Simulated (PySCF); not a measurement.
Static response to an electric field

Cyclopropyl isocyanate, C4H5NO.
Cartesian coordinates in Å at the PBE0-D3(BJ)/def2-SVP level; atoms count from 1:
```xyz
11
C4H5NO angstrom
O      3.1466   -0.7977   -0.8480
C      2.2139   -0.5148   -0.1958
N      1.3260   -0.2292    0.5525
C     -0.0246    0.1021    0.7294
C     -0.7658    0.8997   -0.3053
C     -1.0970   -0.5498   -0.0962
H     -0.2678    0.3063    1.7758
H     -1.4680    1.6625    0.0406
H     -0.2150    1.1668   -1.2110
H     -0.7730   -1.2596   -0.8617
H     -2.0334   -0.8147    0.4013
```

Level: wB97X-D/def2-SVPD (PySCF), static field, nuclei fixed, core orbitals frozen in the response. The polarisability tensor in these axes (au):

```
x   69.58 -6.18 -8.17
y   -6.18 47.39  2.07
z   -8.17  2.07 48.64
```

**Question.** What are the eigenvalues, a third of the trace, and Δα (Δα² = ½Σ(αi − αj)² over the three pairs)?

**Answer.** Principal values 45.76, 45.87 and 73.98 au; mean 55.20 au = 8.18 Å³ = 9.10 × 10⁻⁴⁰ C²·m²/J; Δα = 28.17 au (51 % of the mean).

**Question.** What is the dipole moment, and where does it point?

**Answer.** (-3.07, 0.77, 0.69) D, 3.24 D in size, pointing from the negative to the positive side. Measured along this direction, the outermost atoms are O1 at the negative end and H11 and H8 at the positive end.

**Question.** Form Σ f/ω² (atomic units) for the 10 lowest TDDFT singlets, given as eV and f, and set it beside the mean polarisability, which is this sum over all singlets: 6.30, 0.0006; 7.22, 0.0134; 7.41, 0.0019; 7.91, 0.0019; 7.98, 0.0299; 8.07, 0.0000; 8.31, 0.0110; 8.43, 0.0362; 8.69, 0.0653; 8.90, 0.0007.

**Answer.** They add up to 1.74 au, 3.2 % of the 55.20 au; the largest single term is 0.64 au, from the state at 8.69 eV. Terms in order: 0.01, 0.19, 0.03, 0.02, 0.35, 0.00, 0.12, 0.38, 0.64, 0.01 au. Higher excitations give the rest. The strengths listed sum to 0.161.

**Question.** Find the Langevin capture rate constant for H3+ (3.023 u) meeting this molecule (83.037 u), k = 2.342 × 10⁻⁹ cm³/s × √(α in Å³ / reduced mass in u).

**Answer.** The reduced mass is 2.92 u, so k = 3.92 × 10⁻⁹ cm³/s. The formula leaves out the permanent dipole, which adds to the capture rate.

**Question.** Orientational against electronic polarisability at 273 K (dilute gas, rigid molecules)?

**Answer.** In Gaussian units μ²/3kT = 92.63 Å³ against 8.18 Å³, a ratio of 11.32; the Debye molar polarisation (4π/3)N_A(α + μ²/3kT) is 254.3 cm³/mol, leaving out the vibrational part.

**Question.** Molar refractivity from α?

**Answer.** Lorentz–Lorenz: R = (4π/3)N_A α = 2.5225 cm³/(mol·Å³) × 8.18 Å³ = 20.6 cm³/mol, in the limit of long wavelengths.

**Question.** Refractivity n − 1 of an ideal gas of it at 400 K and 1 atm, from the electronic α?

**Answer.** N = p/kT = 1.8347 × 10¹⁹ cm⁻³, so n − 1 = 2π × N × 8.18 × 10⁻²⁴ cm³ = 943 × 10⁻⁶ at long wavelengths.

Geometry: PBE0-D3(BJ)/def2-SVP, one conformer, isolated molecule.

The run behind these numbers computed excited states and ΔSCF ions as well. Time: 59 s (grids of density and orbitals included); peak memory 0.82 GiB. Hardware: Arm Neoverse V2, one thread, no GPU, shared host with 96 logical CPUs at a one-minute load of 53.
